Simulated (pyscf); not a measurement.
Cl–CH₂–Zn–Cl (SMILES Cl[CH2][Zn][Cl]) + H₂ (SMILES [H][H]) -> CH₄ (SMILES C) + Cl–Zn–Cl (SMILES [Cl][Zn][Cl]) (multi-bond step; singlet surface; C–Zn, C–Cl, H–H broken, C–H, C–H, Cl–Zn formed). Single points on ωB97X-D3(BJ)/def2-SVP structures (PySCF, gas phase). Energies in kcal/mol from the separated reactants.

```csv
level,barrier,reaction energy
ωB97X-D3(BJ)/def2-TZVP,43.6,-56.4
PBE/def2-TZVP,48.8,-53.3
r²SCAN/def2-TZVP,44.8,-56.1
B3LYP-D3(BJ)/def2-TZVP,…,-55.6
M06-2X/def2-TZVP,42.4,-57.6
HF/def2-TZVP,…,…
```

Task: Fill in the missing entries.

Result: 
- B3LYP-D3(BJ)/def2-TZVP, barrier: 43.4
- HF/def2-TZVP, barrier: 29.9
- HF/def2-TZVP, reaction energy: -68.0

The functionals in the table span 6.4 kcal/mol in this barrier, from M06-2X to PBE. This is the saddle that the search found; another between the same sides may lie lower. Elements up to Kr have no core potential and no relativistic terms here.
